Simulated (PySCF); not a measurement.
# CH₅FS, a complex of two parts: interaction energy

The task here is to estimate one member of a computed series from the others.

Computed with PySCF 2.14.0; each step states its level. No surroundings beyond the atoms listed, unless a continuum is named. Atoms count from 0, parts from 1.

### The system as given

8 atoms, charge 0, multiplicity 1; geometry: GFN2-xTB. Parts: 1 = atoms 0–2, `S`, charge 0; 2 = atoms 3–7, `CF`, charge 0.

The first run:

Job settings and geometry (Å):

```
{"job": {"xc": "PBE0", "basis": "def2-SVPD", "d3": "d3bj", "grid": 2, "kind": "geom", "shake": 0.01}, "charge": 0, "multiplicity": 1, "parts": [{"atoms": "0-2", "charge": 0, "multiplicity": 1}, {"atoms": "3-7", "charge": 0, "multiplicity": 1}]}
S     -0.044377     0.603148     0.188983
H     -1.074724    -0.208391    -0.054500
H      0.795838    -0.211913    -0.349794
C      2.981436    -1.839514     1.211399
F      2.163242    -2.087761     0.108069
H      3.740421    -1.154786     0.913415
H      2.328751    -1.395904     1.984935
H      3.373264    -2.788593     1.545576
```

Run with:

```
$ OMP_NUM_THREADS=1 python cluster_run.py task.json out
```

The driver reads the jobs from task.json and runs them one after another.

Among the steps run: Geometry optimisation at PBE0-D3(BJ)/def2-SVPD; Coupled-cluster interaction energy: CCSD(T) and MP2.

One of the session's tables, all rows but one given; the rest of the session is left out.

It belongs to the step «Coupled-cluster interaction energy: CCSD(T) and MP2». 

| method | interaction energy (kcal/mol) |
| --- | --- |
| HF/aug-cc-pVDZ | ? |
| MP2/aug-cc-pVDZ | -1.92 |
| CCSD/aug-cc-pVDZ | -1.57 |
| CCSD(T)/aug-cc-pVDZ | -1.78 |
| HF/aug-cc-pVTZ | -0.36 |
| MP2/aug-cc-pVTZ | -2.15 |
| SCS-MP2/aug-cc-pVTZ | -1.64 |
| MP2, extrapolated | -2.30 |
| CCSD(T), limit estimate | -2.16 |

Q: Estimate the row for HF/aug-cc-pVDZ from the others.

**Answer.** interaction energy (kcal/mol): -0.48. In the column «interaction energy (kcal/mol)» it lies between CCSD/aug-cc-pVDZ (-1.57) and HF/aug-cc-pVTZ (-0.36).
